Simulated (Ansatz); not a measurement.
Basis-set extrapolation for C$_{3}$H$_{6}$F$_{2}$ (`CC(C)(F)F`) (PBE0-D4/def2-TZVP geometry, frozen core, Ansatz). Multiplicity 1, RHF reference.

```tsv
	def2-TZVPP	def2-QZVPP
HF	-316.127110	-316.141231
MP2 correlation	-1.015514	-1.097529
CCSD(T) correlation	-1.083749	not run
```

Energies in hartree. Use E(X) = E(∞) + A·exp(−7.88·√X) for Hartree–Fock and E(X) = E(∞) + B·X^(−2.97) for correlation, with X = 3 and 4, and add CCSD(T) minus MP2 of the smaller set to the MP2 limit.

Question: What is the CCSD(T) energy at the basis-set limit?

Answer: HF limit: -316.141231 + (-0.014121) × 0.13774 = -316.14318. MP2 limit: -1.097529 + (-0.082015) × 0.74074 = -1.15828. Higher-order term: -1.083749 − (-1.015514) = -0.06824. Total: -317.36970 hartree, 4.32 eV below CCSD(T)/def2-TZVPP.
